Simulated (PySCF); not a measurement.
1,2,4-thiadiazole, C2H2N2S.
Z-matrix (Å and degrees, PBE0-D3(BJ)/def2-SVP geometry), rows numbered from 1:
```
C 
N   1  1.3623
C   2  1.3017  1  108.41
S   3  1.7187  2  112.23  1    -0.02
N   1  1.3085  2  119.88  3    -0.02
H   1  1.0933  2  120.27  3   179.85
H   3  1.0927  2  124.34  1  -179.97
```

NICS is the negative of the GIAO shielding at a point without a nucleus: at the ring centre (0) and 1 Å above and below it (1); zz is the component along the ring normal. Level: GIAO KT3/pcSseg-2 (PySCF, non-relativistic, gas phase) on the PBE0-D3(BJ)/def2-SVP geometry, one conformer.

Ring bond lengths (Å): C1–N2 1.362, N2–C3 1.302, C3–S4 1.719, S4–N5 1.657, N5–C1 1.308.

**Question.** Give the NICS values of each ring in ppm.

**Answer.** 
```json
{"ring": "C1–N2–C3–S4–N5", "type": "5-membered ring with 2 N and S; formal bonds all aromatic", "NICS(0)": "-14.9", "NICS(1), two faces": "-12.1 / -12.1", "NICS(1)zz, two faces": "-34.2 / -34.2", "rms pucker (Å)": "0.00", "centre to ring atoms, mean (Å)": "1.24"}
```

**Question.** What do they say, and how far can they be read as aromaticity?

**Answer.** 
- C1–N2–C3–S4–N5: mean NICS(1)zz -34.2 ppm, shielded. For a flat ring without four-coordinate atoms the NICS criterion counts such a value as aromatic.

**Question.** At the first NICS(1) probe listed for ring C1–N2–C3–S4–N5, 1 Å off the ring, how large is the induced field along the normal in 11.7 T applied along it?

**Answer.** NICSzz × B0 = -34.2 ppm × 11.7 T = -400 μT, against the applied field.

**Question.** List the ring angles.

**Answer.** 
- C1–N2–C3–S4–N5: C1 119.9°, N2 108.4°, C3 112.2°, S4 91.9°, N5 107.5°; sum 540.0° against 540° for a flat convex ring.

**Question.** How do the values depend on the level or the medium?

**Answer.** 
```csv
level,"NICS(0), C1–N2–C3–S4–N5","mean NICS(1)zz, C1–N2–C3–S4–N5"
"KT3/pcSseg-2, gas",-14.9,-34.2
"PBE0/pcSseg-1, gas",-14.5,-33.6
```

The geometry is the same throughout.
